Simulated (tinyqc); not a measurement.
Inside a calculation (part 2 of 2). Method: UKS/LDA (VWN5) in the sto-6g basis, for H2O, spin multiplicity 3. Computed by tinyqc, a small Python program that keeps every step (integrals from PySCF). Command: `OMP_NUM_THREADS=1 python tinyqc.py 30797 30798 out.jsonl` (the two numbers bound the seeds that draw the settings). One thread of a shared host (Intel(R) Xeon(R) Processor @ 2.60GHz), about 2 s of CPU time with the checks.

Geometry (angstrom):
```
atom       x        y       z
O     0.0000   0.0000  0.0000
H     0.0000   1.0720  0.6900
H     0.0000  -1.0720  0.6900
```

## Iteration 2: building the Kohn-Sham matrix

D(alpha) after iteration 1, order 1O 1s, 1O 2s, 1O 2px, 1O 2py, 1O 2pz, 2H 1s, 3H 1s:
```
[[1.0609, -0.2751, 0.0000, 0.0000, -0.0150, 0.0505, 0.0505],
 [-0.2751, 1.2707, 0.0000, 0.0000, 0.1039, -0.3504, -0.3504],
 [0.0000, 0.0000, 1.0000, 0.0000, 0.0000, 0.0000, 0.0000],
 [0.0000, 0.0000, 0.0000, 0.0597, 0.0000, 0.1616, -0.1616],
 [-0.0150, 0.1039, 0.0000, 0.0000, 1.0504, -0.1699, -0.1699],
 [0.0505, -0.3504, 0.0000, 0.1616, -0.1699, 1.0102, 0.1357],
 [0.0505, -0.3504, 0.0000, -0.1616, -0.1699, 0.1357, 1.0102]]
```

D(beta) after iteration 1, order 1O 1s, 1O 2s, 1O 2px, 1O 2py, 1O 2pz, 2H 1s, 3H 1s:
```
[[1.0586, -0.2613, 0.0000, 0.0000, 0.0320, 0.0317, 0.0317],
 [-0.2613, 1.1901, 0.0000, 0.0000, -0.1720, -0.2400, -0.2400],
 [0.0000, 0.0000, 0.0000, 0.0000, 0.0000, 0.0000, 0.0000],
 [0.0000, 0.0000, 0.0000, 0.1074, 0.0000, 0.2044, -0.2044],
 [0.0320, -0.1720, 0.0000, 0.0000, 0.1055, 0.2082, 0.2082],
 [0.0317, -0.2400, 0.0000, 0.2044, 0.2082, 0.8108, 0.0326],
 [0.0317, -0.2400, 0.0000, -0.2044, 0.2082, 0.0326, 0.8108]]
```

core Hamiltonian H = T + V (hartree), order 1O 1s, 1O 2s, 1O 2px, 1O 2py, 1O 2pz, 2H 1s, 3H 1s:
```
[[-32.7613, -7.2392, 0.0000, 0.0000, -0.0100, -0.8394, -0.8394],
 [-7.2392, -8.9864, 0.0000, 0.0000, -0.1182, -2.1026, -2.1026],
 [0.0000, 0.0000, -7.2565, 0.0000, 0.0000, 0.0000, 0.0000],
 [0.0000, 0.0000, 0.0000, -7.3431, 0.0000, -1.3697, 1.3697],
 [-0.0100, -0.1182, 0.0000, 0.0000, -7.2924, -0.9042, -0.9042],
 [-0.8394, -2.1026, 0.0000, -1.3697, -0.9042, -4.0048, -0.5259],
 [-0.8394, -2.1026, 0.0000, 1.3697, -0.9042, -0.5259, -4.0048]]
```

nuclear repulsion = 6.888170 hartree

V_xc(alpha) (hartree), order 1O 1s, 1O 2s, 1O 2px, 1O 2py, 1O 2pz, 2H 1s, 3H 1s:
```
[[-2.9327, -0.3681, 0.0000, 0.0000, -0.0008, -0.0466, -0.0466],
 [-0.3681, -0.7754, 0.0000, 0.0000, -0.0117, -0.1788, -0.1788],
 [0.0000, 0.0000, -0.7919, 0.0000, 0.0000, 0.0000, 0.0000],
 [0.0000, 0.0000, 0.0000, -0.7342, 0.0000, -0.1280, 0.1280],
 [-0.0008, -0.0117, 0.0000, 0.0000, -0.7998, -0.0885, -0.0885],
 [-0.0466, -0.1788, 0.0000, -0.1280, -0.0885, -0.5221, -0.0441],
 [-0.0466, -0.1788, 0.0000, 0.1280, -0.0885, -0.0441, -0.5221]]
```

V_xc(beta) (hartree), order 1O 1s, 1O 2s, 1O 2px, 1O 2py, 1O 2pz, 2H 1s, 3H 1s:
```
[[-2.8948, -0.3429, 0.0000, 0.0000, 0.0029, -0.0438, -0.0438],
 [-0.3429, -0.6506, 0.0000, 0.0000, 0.0086, -0.1578, -0.1578],
 [0.0000, 0.0000, -0.6326, 0.0000, 0.0000, 0.0000, 0.0000],
 [0.0000, 0.0000, 0.0000, -0.6616, 0.0000, -0.1201, 0.1201],
 [0.0029, 0.0086, 0.0000, 0.0000, -0.6578, -0.0774, -0.0774],
 [-0.0438, -0.1578, 0.0000, -0.1201, -0.0774, -0.5009, -0.0402],
 [-0.0438, -0.1578, 0.0000, 0.1201, -0.0774, -0.0402, -0.5009]]
```

E_xc = sum of w rho eps_xc = -8.390549 hartree

Given earlier and not repeated: Two-electron integrals (ij|kl) in chemists' order.

J_ij = sum D_kl (ij|kl) with D = D(alpha) + D(beta); F = H + J + V_xc; E = tr D H + tr D J / 2 + E_xc + E_nn.

Coulomb J (hartree), order 1O 1s, 1O 2s, 1O 2px, 1O 2py, 1O 2pz, 2H 1s, 3H 1s:
```
[[16.0034, 2.7801, 0.0000, 0.0000, 0.0104, 0.3303, 0.3303],
 [2.7801, 7.2643, 0.0000, 0.0000, 0.1463, 1.7598, 1.7598],
 [0.0000, 0.0000, 7.2318, 0.0000, 0.0000, 0.0000, 0.0000],
 [0.0000, 0.0000, 0.0000, 7.2706, 0.0000, 1.2716, -1.2716],
 [0.0104, 0.1463, 0.0000, 0.0000, 7.2904, 0.8538, 0.8538],
 [0.3303, 1.7598, 0.0000, 1.2716, 0.8538, 4.4128, 0.4635],
 [0.3303, 1.7598, 0.0000, -1.2716, 0.8538, 0.4635, 4.4128]]
```

F(alpha) (hartree), order 1O 1s, 1O 2s, 1O 2px, 1O 2py, 1O 2pz, 2H 1s, 3H 1s:
```
[[-19.6906, -4.8272, 0.0000, 0.0000, -0.0004, -0.5557, -0.5557],
 [-4.8272, -2.4975, 0.0000, 0.0000, 0.0164, -0.5217, -0.5217],
 [0.0000, 0.0000, -0.8166, 0.0000, 0.0000, 0.0000, 0.0000],
 [0.0000, 0.0000, 0.0000, -0.8067, 0.0000, -0.2261, 0.2261],
 [-0.0004, 0.0164, 0.0000, 0.0000, -0.8018, -0.1389, -0.1389],
 [-0.5557, -0.5217, 0.0000, -0.2261, -0.1389, -0.1140, -0.1064],
 [-0.5557, -0.5217, 0.0000, 0.2261, -0.1389, -0.1064, -0.1140]]
```

F(beta) (hartree), order 1O 1s, 1O 2s, 1O 2px, 1O 2py, 1O 2pz, 2H 1s, 3H 1s:
```
[[-19.6527, -4.8021, 0.0000, 0.0000, 0.0033, -0.5530, -0.5530],
 [-4.8021, -2.3728, 0.0000, 0.0000, 0.0367, -0.5007, -0.5007],
 [0.0000, 0.0000, -0.6573, 0.0000, 0.0000, 0.0000, 0.0000],
 [0.0000, 0.0000, 0.0000, -0.7340, 0.0000, -0.2182, 0.2182],
 [0.0033, 0.0367, 0.0000, 0.0000, -0.6597, -0.1278, -0.1278],
 [-0.5530, -0.5007, 0.0000, -0.2182, -0.1278, -0.0929, -0.1025],
 [-0.5530, -0.5007, 0.0000, 0.2182, -0.1278, -0.1025, -0.0929]]
```

total energy of this density = -74.480201 hartree

## Iteration 2: DIIS over 2 matrices

error matrix X^T (FDS - SDF) X (alpha):
```
[[0.0000, 0.0000, 0.0000, 0.0000, 0.0000, 0.0000, 0.0000],
 [0.0000, 0.0000, 0.0000, 0.0000, 0.0000, 0.0000, 0.0000],
 [0.0000, 0.0000, 0.0000, 0.0000, 0.0000, 0.0000, 0.0000],
 [0.0000, 0.0000, 0.0000, 0.0000, 0.0000, -0.3264, 0.3264],
 [0.0000, 0.0000, 0.0000, 0.0000, 0.0000, 0.0000, 0.0000],
 [0.0000, 0.0000, 0.0000, 0.3264, 0.0000, 0.0000, 0.0000],
 [0.0000, 0.0000, 0.0000, -0.3264, 0.0000, 0.0000, 0.0000]]
```

B (overlaps of the stored error matrices):
```
[[4.6933144e-01, -6.3209494e-01],
 [-6.3209494e-01, 1.1244803e+00]]
```

Minimise |sum c_i e_i|^2 with sum c_i = 1: solve [B -1; -1 0][c; lambda] = [0; -1] with B_ij = tr e_i^T e_j summed over both spins, and take F = sum c_i F_i.

DIIS coefficients: [0.6146, 0.3854]

extrapolated F(alpha) (hartree), order 1O 1s, 1O 2s, 1O 2px, 1O 2py, 1O 2pz, 2H 1s, 3H 1s:
```
[[-18.5054, -4.5751, 0.0000, 0.0000, -0.0025, -0.5267, -0.5267],
 [-4.5751, -1.8493, 0.0000, 0.0000, -0.0394, -0.4240, -0.4240],
 [0.0000, 0.0000, -0.1794, 0.0000, 0.0000, 0.0000, 0.0000],
 [0.0000, 0.0000, 0.0000, -0.1637, 0.0000, -0.1775, 0.1775],
 [-0.0025, -0.0394, 0.0000, 0.0000, -0.1373, -0.1205, -0.1205],
 [-0.5267, -0.4240, 0.0000, -0.1775, -0.1205, -0.2156, -0.0954],
 [-0.5267, -0.4240, 0.0000, 0.1775, -0.1205, -0.0954, -0.2156]]
```

extrapolated F(beta) (hartree), order 1O 1s, 1O 2s, 1O 2px, 1O 2py, 1O 2pz, 2H 1s, 3H 1s:
```
[[-18.4790, -4.5580, 0.0000, 0.0000, -0.0010, -0.5249, -0.5249],
 [-4.5580, -1.7624, 0.0000, 0.0000, -0.0293, -0.4028, -0.4028],
 [0.0000, 0.0000, -0.0497, 0.0000, 0.0000, 0.0000, 0.0000],
 [0.0000, 0.0000, 0.0000, -0.1108, 0.0000, -0.1628, 0.1628],
 [-0.0010, -0.0293, 0.0000, 0.0000, -0.0595, -0.1082, -0.1082],
 [-0.5249, -0.4028, 0.0000, -0.1628, -0.1082, -0.1142, -0.0895],
 [-0.5249, -0.4028, 0.0000, 0.1628, -0.1082, -0.0895, -0.1142]]
```

## Iteration 2: diagonalisation and new density

X, order 1O 1s, 1O 2s, 1O 2px, 1O 2py, 1O 2pz, 2H 1s, 3H 1s:
```
[[1.0218, -0.1276, 0.0000, 0.0000, -0.0039, 0.0143, 0.0143],
 [-0.1276, 1.0957, 0.0000, 0.0000, 0.0367, -0.1619, -0.1619],
 [0.0000, 0.0000, 1.0000, 0.0000, 0.0000, 0.0000, 0.0000],
 [0.0000, 0.0000, 0.0000, 1.0473, 0.0000, -0.1341, 0.1341],
 [-0.0039, 0.0367, 0.0000, 0.0000, 1.0180, -0.0797, -0.0797],
 [0.0143, -0.1619, 0.0000, -0.1341, -0.0797, 1.0710, -0.0316],
 [0.0143, -0.1619, 0.0000, 0.1341, -0.0797, -0.0316, 1.0710]]
```

Diagonalise F' = X^T F X, C = X C', fill 6 alpha and 4 beta electrons from the bottom; D(s) = C_occ C_occ^T. Each column has its largest component positive (the first on a tie).

F' = X^T F X (alpha) (hartree):
```
[[-18.1874, -2.3782, 0.0000, 0.0000, -0.0142, -0.0493, -0.0493],
 [-2.3782, -1.0016, 0.0000, 0.0000, 0.0087, -0.1886, -0.1886],
 [0.0000, 0.0000, -0.1794, 0.0000, 0.0000, 0.0000, 0.0000],
 [0.0000, 0.0000, 0.0000, -0.0841, 0.0000, -0.1706, 0.1706],
 [-0.0142, 0.0087, 0.0000, 0.0000, -0.1073, -0.1026, -0.1026],
 [-0.0493, -0.1886, 0.0000, -0.1706, -0.1026, -0.0775, -0.0305],
 [-0.0493, -0.1886, 0.0000, 0.1706, -0.1026, -0.0305, -0.0775]]
```

orbital energies (alpha) (hartree): [-18.5111, -0.7786, -0.3076, -0.2041, -0.1794, 0.0894, 0.1764]

coefficients C (alpha), order 1O 1s, 1O 2s, 1O 2px, 1O 2py, 1O 2pz, 2H 1s, 3H 1s:
```
[[0.9954, -0.2401, 0.0000, 0.0733, 0.0000, -0.0835, 0.0000],
 [0.0198, 0.9421, 0.0000, -0.3799, 0.0000, 0.4882, 0.0000],
 [0.0000, 0.0000, 0.0000, 0.0000, 1.0000, 0.0000, 0.0000],
 [0.0000, 0.0000, 0.6395, 0.0000, 0.0000, 0.0000, 0.8508],
 [0.0012, 0.0588, 0.0000, 0.7570, 0.0000, 0.6884, 0.0000],
 [-0.0035, 0.1136, 0.4314, 0.3623, 0.0000, -0.6548, -0.6631],
 [-0.0035, 0.1136, -0.4314, 0.3623, 0.0000, -0.6548, 0.6631]]
```

F' = X^T F X (beta) (hartree):
```
[[-18.1629, -2.3740, 0.0000, 0.0000, -0.0138, -0.0494, -0.0494],
 [-2.3740, -0.9104, 0.0000, 0.0000, 0.0207, -0.1968, -0.1968],
 [0.0000, 0.0000, -0.0497, 0.0000, 0.0000, 0.0000, 0.0000],
 [0.0000, 0.0000, 0.0000, -0.0310, 0.0000, -0.1747, 0.1747],
 [-0.0138, 0.0207, 0.0000, 0.0000, -0.0286, -0.1055, -0.1055],
 [-0.0494, -0.1968, 0.0000, -0.1747, -0.1055, 0.0289, -0.0333],
 [-0.0494, -0.1968, 0.0000, 0.1747, -0.1055, -0.0333, 0.0289]]
```

orbital energies (beta) (hartree): [-18.4842, -0.6944, -0.2357, -0.1237, -0.0497, 0.1961, 0.2670]

coefficients C (beta), order 1O 1s, 1O 2s, 1O 2px, 1O 2py, 1O 2pz, 2H 1s, 3H 1s:
```
[[0.9956, -0.2393, 0.0000, 0.0675, 0.0000, 0.0882, 0.0000],
 [0.0190, 0.9409, 0.0000, -0.3513, 0.0000, -0.5116, 0.0000],
 [0.0000, 0.0000, 0.0000, 0.0000, 1.0000, 0.0000, 0.0000],
 [0.0000, 0.0000, 0.6852, 0.0000, 0.0000, 0.0000, 0.8144],
 [0.0010, 0.0450, 0.0000, 0.7840, 0.0000, -0.6586, 0.0000],
 [-0.0033, 0.1166, 0.3943, 0.3373, 0.0000, 0.6675, -0.6858],
 [-0.0033, 0.1166, -0.3943, 0.3373, 0.0000, 0.6675, 0.6858]]
```

D(alpha) after iteration 2, order 1O 1s, 1O 2s, 1O 2px, 1O 2py, 1O 2pz, 2H 1s, 3H 1s:
```
[[1.0609, -0.2751, 0.0000, 0.0000, -0.0150, 0.0505, 0.0505],
 [-0.2751, 1.2707, 0.0000, 0.0000, 0.1039, -0.3504, -0.3504],
 [0.0000, 0.0000, 1.0000, 0.0000, 0.0000, 0.0000, 0.0000],
 [0.0000, 0.0000, 0.0000, 0.4090, 0.0000, 0.2759, -0.2759],
 [-0.0150, 0.1039, 0.0000, 0.0000, 1.0504, -0.1699, -0.1699],
 [0.0505, -0.3504, 0.0000, 0.2759, -0.1699, 0.7591, 0.3869],
 [0.0505, -0.3504, 0.0000, -0.2759, -0.1699, 0.3869, 0.7591]]
```

D(beta) after iteration 2, order 1O 1s, 1O 2s, 1O 2px, 1O 2py, 1O 2pz, 2H 1s, 3H 1s:
```
[[1.0531, -0.2299, 0.0000, 0.0000, 0.0431, -0.0084, -0.0084],
 [-0.2299, 1.0090, 0.0000, 0.0000, -0.2330, -0.0089, -0.0089],
 [0.0000, 0.0000, 0.0000, 0.0000, 0.0000, 0.0000, 0.0000],
 [0.0000, 0.0000, 0.0000, 0.4696, 0.0000, 0.2702, -0.2702],
 [0.0431, -0.2330, 0.0000, 0.0000, 0.6167, 0.2697, 0.2697],
 [-0.0084, -0.0089, 0.0000, 0.2702, 0.2697, 0.2829, -0.0281],
 [-0.0084, -0.0089, 0.0000, -0.2702, 0.2697, -0.0281, 0.2829]]
```

## Iteration 8 (converged): orbitals

converged F(alpha) (hartree), order 1O 1s, 1O 2s, 1O 2px, 1O 2py, 1O 2pz, 2H 1s, 3H 1s:
```
[[-18.6853, -4.6108, 0.0000, 0.0000, -0.0070, -0.5309, -0.5309],
 [-4.6108, -1.9201, 0.0000, 0.0000, -0.0501, -0.4346, -0.4346],
 [0.0000, 0.0000, -0.2510, 0.0000, 0.0000, 0.0000, 0.0000],
 [0.0000, 0.0000, 0.0000, -0.2394, 0.0000, -0.1830, 0.1830],
 [-0.0070, -0.0501, 0.0000, 0.0000, -0.2022, -0.1242, -0.1242],
 [-0.5309, -0.4346, 0.0000, -0.1830, -0.1242, -0.2182, -0.0967],
 [-0.5309, -0.4346, 0.0000, 0.1830, -0.1242, -0.0967, -0.2182]]
```

converged F(beta) (hartree), order 1O 1s, 1O 2s, 1O 2px, 1O 2py, 1O 2pz, 2H 1s, 3H 1s:
```
[[-18.6555, -4.5933, 0.0000, 0.0000, -0.0037, -0.5290, -0.5290],
 [-4.5933, -1.8352, 0.0000, 0.0000, -0.0315, -0.4170, -0.4170],
 [0.0000, 0.0000, -0.1183, 0.0000, 0.0000, 0.0000, 0.0000],
 [0.0000, 0.0000, 0.0000, -0.1881, 0.0000, -0.1727, 0.1727],
 [-0.0037, -0.0315, 0.0000, 0.0000, -0.1317, -0.1145, -0.1145],
 [-0.5290, -0.4170, 0.0000, -0.1727, -0.1145, -0.1529, -0.0924],
 [-0.5290, -0.4170, 0.0000, 0.1727, -0.1145, -0.0924, -0.1529]]
```

As before.

F' = X^T F X (alpha) (hartree):
```
[[-18.3672, -2.3849, 0.0000, 0.0000, -0.0171, -0.0503, -0.0503],
 [-2.3849, -1.0734, 0.0000, 0.0000, -0.0047, -0.1875, -0.1875],
 [0.0000, 0.0000, -0.2510, 0.0000, 0.0000, 0.0000, 0.0000],
 [0.0000, 0.0000, 0.0000, -0.1641, 0.0000, -0.1663, 0.1663],
 [-0.0171, -0.0047, 0.0000, 0.0000, -0.1741, -0.0995, -0.0995],
 [-0.0503, -0.1875, 0.0000, -0.1663, -0.0995, -0.0785, -0.0304],
 [-0.0503, -0.1875, 0.0000, 0.1663, -0.0995, -0.0304, -0.0785]]
```

orbital energies (alpha) (hartree): [-18.6907, -0.8420, -0.3483, -0.2510, -0.2471, 0.0562, 0.1360]

coefficients C (alpha), order 1O 1s, 1O 2s, 1O 2px, 1O 2py, 1O 2pz, 2H 1s, 3H 1s:
```
[[0.9956, -0.2428, 0.0000, 0.0000, 0.0633, 0.0824, 0.0000],
 [0.0193, 0.9601, 0.0000, 0.0000, -0.3267, -0.4918, 0.0000],
 [0.0000, 0.0000, 0.0000, 1.0000, 0.0000, 0.0000, 0.0000],
 [0.0000, 0.0000, 0.7075, 0.0000, 0.0000, 0.0000, 0.7951],
 [0.0014, 0.0724, 0.0000, 0.0000, 0.8179, -0.6133, 0.0000],
 [-0.0034, 0.0903, 0.3752, 0.0000, 0.3007, 0.6888, -0.6964],
 [-0.0034, 0.0903, -0.3752, 0.0000, 0.3007, 0.6888, 0.6964]]
```

F' = X^T F X (beta) (hartree):
```
[[-18.3393, -2.3804, 0.0000, 0.0000, -0.0160, -0.0505, -0.0505],
 [-2.3804, -0.9832, 0.0000, 0.0000, 0.0168, -0.1942, -0.1942],
 [0.0000, 0.0000, -0.1183, 0.0000, 0.0000, 0.0000, 0.0000],
 [0.0000, 0.0000, 0.0000, -0.1114, 0.0000, -0.1703, 0.1703],
 [-0.0160, 0.0168, 0.0000, 0.0000, -0.1020, -0.1031, -0.1031],
 [-0.0505, -0.1942, 0.0000, -0.1703, -0.1031, -0.0103, -0.0322],
 [-0.0505, -0.1942, 0.0000, 0.1703, -0.1031, -0.0322, -0.0103]]
```

orbital energies (beta) (hartree): [-18.6605, -0.7606, -0.2947, -0.1857, -0.1183, 0.1397, 0.2052]

coefficients C (beta), order 1O 1s, 1O 2s, 1O 2px, 1O 2py, 1O 2pz, 2H 1s, 3H 1s:
```
[[0.9957, -0.2409, 0.0000, 0.0610, 0.0000, 0.0873, 0.0000],
 [0.0185, 0.9521, 0.0000, -0.3193, 0.0000, -0.5118, 0.0000],
 [0.0000, 0.0000, 0.0000, 0.0000, 1.0000, 0.0000, 0.0000],
 [0.0000, 0.0000, 0.7187, 0.0000, 0.0000, 0.0000, 0.7851],
 [0.0012, 0.0469, 0.0000, 0.8126, 0.0000, -0.6228, 0.0000],
 [-0.0033, 0.1030, 0.3654, 0.3087, 0.0000, 0.6834, -0.7017],
 [-0.0033, 0.1030, -0.3654, 0.3087, 0.0000, 0.6834, 0.7017]]
```

D(alpha) after iteration 8, order 1O 1s, 1O 2s, 1O 2px, 1O 2py, 1O 2pz, 2H 1s, 3H 1s:
```
[[1.0609, -0.2751, 0.0000, 0.0000, -0.0150, 0.0505, 0.0505],
 [-0.2751, 1.2707, 0.0000, 0.0000, 0.1039, -0.3504, -0.3504],
 [0.0000, 0.0000, 1.0000, 0.0000, 0.0000, 0.0000, 0.0000],
 [0.0000, 0.0000, 0.0000, 0.5006, 0.0000, 0.2655, -0.2655],
 [-0.0150, 0.1039, 0.0000, 0.0000, 1.0504, -0.1699, -0.1699],
 [0.0505, -0.3504, 0.0000, 0.2655, -0.1699, 0.7138, 0.4322],
 [0.0505, -0.3504, 0.0000, -0.2655, -0.1699, 0.4322, 0.7138]]
```

D(beta) after iteration 8, order 1O 1s, 1O 2s, 1O 2px, 1O 2py, 1O 2pz, 2H 1s, 3H 1s:
```
[[1.0533, -0.2304, 0.0000, 0.0000, 0.0394, -0.0092, -0.0092],
 [-0.2304, 1.0088, 0.0000, 0.0000, -0.2148, -0.0006, -0.0006],
 [0.0000, 0.0000, 0.0000, 0.0000, 0.0000, 0.0000, 0.0000],
 [0.0000, 0.0000, 0.0000, 0.5165, 0.0000, 0.2626, -0.2626],
 [0.0394, -0.2148, 0.0000, 0.0000, 0.6625, 0.2557, 0.2557],
 [-0.0092, -0.0006, 0.0000, 0.2626, 0.2557, 0.2394, -0.0276],
 [-0.0092, -0.0006, 0.0000, -0.2626, 0.2557, -0.0276, 0.2394]]
```

## Convergence

Stop when the energy changes by less than 1e-08 hartree and every element of the error matrix X^T (F D S - S D F) X (for each spin) is below 3e-05.

Course of the cycle:
```
iteration  E (hartree)     change  largest element of the error matrix
1           -74.464642          -                             1.93e-01
2           -74.480201  -1.56e-02                             3.26e-01
3           -75.228350  -7.48e-01                             5.84e-02
4           -75.235939  -7.59e-03                             3.40e-02
5           -75.240035  -4.10e-03                             6.17e-03
6           -75.240188  -1.53e-04                             1.69e-03
7           -75.240202  -1.34e-05                             1.56e-05
8           -75.240202  -8.27e-10                             1.84e-07
```

PySCF UKS in the same basis, fine grid, after a stability check = -75.225471 hartree

Converged in 8 iterations. The coarse grid moves the energy by -1.47e-02 hartree.

## Populations, bond orders and dipole

overlap S, order 1O 1s, 1O 2s, 1O 2px, 1O 2py, 1O 2pz, 2H 1s, 3H 1s:
```
[[1.0000, 0.2311, 0.0000, 0.0000, 0.0000, 0.0266, 0.0266],
 [0.2311, 1.0000, 0.0000, 0.0000, 0.0000, 0.2956, 0.2956],
 [0.0000, 0.0000, 1.0000, 0.0000, 0.0000, 0.0000, 0.0000],
 [0.0000, 0.0000, 0.0000, 1.0000, 0.0000, 0.2303, -0.2303],
 [0.0000, 0.0000, 0.0000, 0.0000, 1.0000, 0.1482, 0.1482],
 [0.0266, 0.2956, 0.0000, 0.2303, 0.1482, 1.0000, 0.0950],
 [0.0266, 0.2956, 0.0000, -0.2303, 0.1482, 0.0950, 1.0000]]
```

Mulliken: Z minus the diagonal of D S on the atom; Loewdin: the same with S^(1/2) D S^(1/2); Mayer order: 2 sum_s sum (D(s) S)_ij (D(s) S)_ji over the two atoms.

Charges (e):
```
atom  Mulliken  Loewdin  Mulliken spin
1O      0.0467   0.0862         1.2924
2H     -0.0233  -0.0431         0.3538
3H     -0.0233  -0.0431         0.3538
```

Mayer bond orders:
```
pair   order
2-1   0.6787
3-1   0.6787
3-2   0.1955
```

dipole moment about the origin, x y z (debye): [0.0000, 0.0000, 0.0675]

<S^2> of the determinant (pure state: 2) = 2.0002
